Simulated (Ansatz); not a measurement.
Results of r²SCAN (Ansatz, a program for electronic structure, PAW) for K2Cd3Te4 (Pnma, No. 62; cell taken from a computed entry).

Input:

Ansatz 0.2 input:
```yaml
crystal:
  lattice:
    - [14.9940186901, 0.0, 0.0]
    - [0.0, 11.3417723908, 0.0]
    - [0.0, 0.0, 7.2755141127]
  atoms:
    - { symbol: K, position: [0.4634103674, 0.25, 0.9751625362] }
    - { symbol: K, position: [0.5365896326, 0.75, 0.0248374638] }
    - { symbol: K, position: [0.0365896326, 0.75, 0.4751625362] }
    - { symbol: K, position: [0.9634103674, 0.25, 0.5248374638] }
    - { symbol: K, position: [0.0, 0.0, 0.0] }
    - { symbol: K, position: [0.5, 0.0, 0.5] }
    - { symbol: K, position: [0.5, 0.5, 0.5] }
    - { symbol: K, position: [0.0, 0.5, 0.0] }
    - { symbol: Cd, position: [0.7426503502, 0.598006494, 0.3373921195] }
    - { symbol: Cd, position: [0.2573496498, 0.401993506, 0.6626078805] }
    - { symbol: Cd, position: [0.7573496498, 0.401993506, 0.8373921195] }
    - { symbol: Cd, position: [0.2426503502, 0.598006494, 0.1626078805] }
    - { symbol: Cd, position: [0.2426503502, 0.901993506, 0.1626078805] }
    - { symbol: Cd, position: [0.7573496498, 0.098006494, 0.8373921195] }
    - { symbol: Cd, position: [0.2573496498, 0.098006494, 0.6626078805] }
    - { symbol: Cd, position: [0.7426503502, 0.901993506, 0.3373921195] }
    - { symbol: Cd, position: [0.2990420491, 0.75, 0.7342740141] }
    - { symbol: Cd, position: [0.7009579509, 0.25, 0.2657259859] }
    - { symbol: Cd, position: [0.2009579509, 0.25, 0.2342740141] }
    - { symbol: Cd, position: [0.7990420491, 0.75, 0.7657259859] }
    - { symbol: Te, position: [0.8659740248, 0.25, 0.0744456005] }
    - { symbol: Te, position: [0.1340259752, 0.75, 0.9255543995] }
    - { symbol: Te, position: [0.6340259752, 0.75, 0.5744456005] }
    - { symbol: Te, position: [0.3659740248, 0.25, 0.4255543995] }
    - { symbol: Te, position: [0.355920028, 0.75, 0.3708409146] }
    - { symbol: Te, position: [0.644079972, 0.25, 0.6291590854] }
    - { symbol: Te, position: [0.144079972, 0.25, 0.8708409146] }
    - { symbol: Te, position: [0.855920028, 0.75, 0.1291590854] }
    - { symbol: Te, position: [0.3678660272, 0.5328199421, 0.8916698552] }
    - { symbol: Te, position: [0.6321339728, 0.4671800579, 0.1083301448] }
    - { symbol: Te, position: [0.1321339728, 0.4671800579, 0.3916698552] }
    - { symbol: Te, position: [0.8678660272, 0.5328199421, 0.6083301448] }
    - { symbol: Te, position: [0.8678660272, 0.9671800579, 0.6083301448] }
    - { symbol: Te, position: [0.1321339728, 0.0328199421, 0.3916698552] }
    - { symbol: Te, position: [0.6321339728, 0.0328199421, 0.1083301448] }
    - { symbol: Te, position: [0.3678660272, 0.9671800579, 0.8916698552] }
basis:
  ecutwfc: 560
  ecutrho_ratio: 4
  xc_grid: 3
kpoints:
  mp_grid: { grid: [4, 4, 6] }
  band_path:
    path:
      - [0.0, 0.0, 0.0]
      - [0.5, 0.0, 0.0]
      - [0.5, 0.25, 0.0]
      - [0.5, 0.5, 0.0]
      - [0.0, 0.5, 0.0]
      - [0.0, 0.25, 0.0]
      - [0.0, 0.0, 0.166667]
      - [0.0, 0.0, 0.333333]
      - [0.0, 0.0, 0.5]
      - [0.5, 0.0, 0.5]
      - [0.5, 0.25, 0.5]
      - [0.5, 0.5, 0.5]
      - [0.0, 0.5, 0.5]
      - [0.0, 0.25, 0.5]
      - [0.5, 0.0, 0.166667]
      - [0.5, 0.0, 0.333333]
      - [0.0, 0.5, 0.166667]
      - [0.0, 0.5, 0.333333]
      - [0.5, 0.5, 0.166667]
      - [0.5, 0.5, 0.333333]
    npoints: 1
hamiltonian:
  xc: r2scan
  dispersion: none
  pseudopotentials: { kind: paw }
scf:
  occupations: { method: fermi_dirac, width: 0.01 }
  convergence: { dr2_threshold: 0.0000000036 }
output:
  forces: true
  stress: true
  eigenvalues: true
  write_bands: true
```

From the output:

```
Crystal: 36 atoms, lattice volume = 1237.265 Å³
Basis set: ecut = 560 eV, 37123 PW (Γ), exchange–correlation on 360×270×180 points (27 copies of the dense FFT grid, shifted against one another)
Bands: 341, of which v1, the nominal top of the filled ones, is band 284 counted from 1 (283 counted from 0)
Symmetry: 8 space group operations
Space group: Pnma (ITA 62), of the structure as read, at distance tolerance 1.1e-4 Å
k-points: 36 of 96
Functional: x = r2scan, c = r2scan; τ floored in thin density (d = 2e-4 eV/Å³)
WARN: concurrent solve slots capped 8 → 3 …
SCF iter   1: F=—  HF=-223504.898146 eV  |F-HF|=—  |Δ(HF+E_count)|=         —  Δρ=4.24e-3  dr2=1.59e-1  dr2_τ=1.36e-1
SCF iter   2: F=—  HF=-223505.061190 eV  |F-HF|=—  |Δ(HF+E_count)|=   1.63e-1  Δρ=2.31e-3  dr2=4.24e-2  dr2_τ=5.22e-3
  ...
SCF iter   8: F=—  HF=-223505.075017 eV  |F-HF|=—  |Δ(HF+E_count)|=   2.00e-7  Δρ=8.51e-7  dr2=1.35e-8  dr2_τ=4.37e-10
SCF iter   9: F=-223505.075017 eV  HF=-223505.075017 eV  |F-HF|=5.82e-11  |Δ(HF+E_count)|=   9.26e-9  Δρ=2.98e-7  dr2=1.22e-9  dr2_τ=7.13e-11
SCF 1 converged in 9 iterations: F = -223505.075017 eV  dr2 = 1.22e-9
WARN: concurrent solve slots capped 8 → 6 …
  ...
  atom  12  Cd    -0.00596440    -0.05733259     0.01403251
  atom  13  Cd    -0.00596440     0.05733259     0.01403251
  atom  14  Cd     0.00596440    -0.05733259    -0.01403251
  atom  15  Cd     0.00596440    -0.05733259     0.01403251
  atom  16  Cd    -0.00596440     0.05733259    -0.01403251
  atom  17  Cd    -0.00996679     0.00000000    -0.03873608
  atom  18  Cd     0.00996679    -0.00000000     0.03873608
  atom  19  Cd     0.00996679     0.00000000    -0.03873608
  atom  20  Cd    -0.00996679    -0.00000000     0.03873608
  atom  21  Te     0.17149637     0.00000000     0.06652064
  atom  22  Te    -0.17149637    -0.00000000    -0.06652064
  atom  23  Te    -0.17149637     0.00000000     0.06652064
  atom  24  Te     0.17149637    -0.00000000    -0.06652064
  atom  25  Te     0.10805532     0.00000000     0.03066733
  atom  26  Te    -0.10805532    -0.00000000    -0.03066733
  atom  27  Te    -0.10805532     0.00000000     0.03066733
  atom  28  Te     0.10805532    -0.00000000    -0.03066733
  atom  29  Te     0.13760694    -0.06573872     0.00536275
  atom  30  Te    -0.13760694     0.06573872    -0.00536275
  atom  31  Te    -0.13760694     0.06573872     0.00536275
  atom  32  Te     0.13760694    -0.06573872    -0.00536275
  atom  33  Te     0.13760694     0.06573872    -0.00536275
  atom  34  Te    -0.13760694    -0.06573872     0.00536275
  atom  35  Te    -0.13760694    -0.06573872    -0.00536275
  atom  36  Te     0.13760694     0.06573872     0.00536275
--- Stress (GPa, compression-positive) ---
        1.262088      -0.000000      -0.000000
       -0.000000       1.078688       0.000000
       -0.000000       0.000000       1.198530
  P = ⅓ Tr σ = 1.1798 GPa (11.798 kbar)
```

The PAW data were made under PBE.

Note: cell and atoms aren't relaxed at this level (largest force component 0.17 eV/Å, pressure 1.2 GPa). Note: this cell isn't known to be the ambient phase, and symmetry holds it in the calculation.
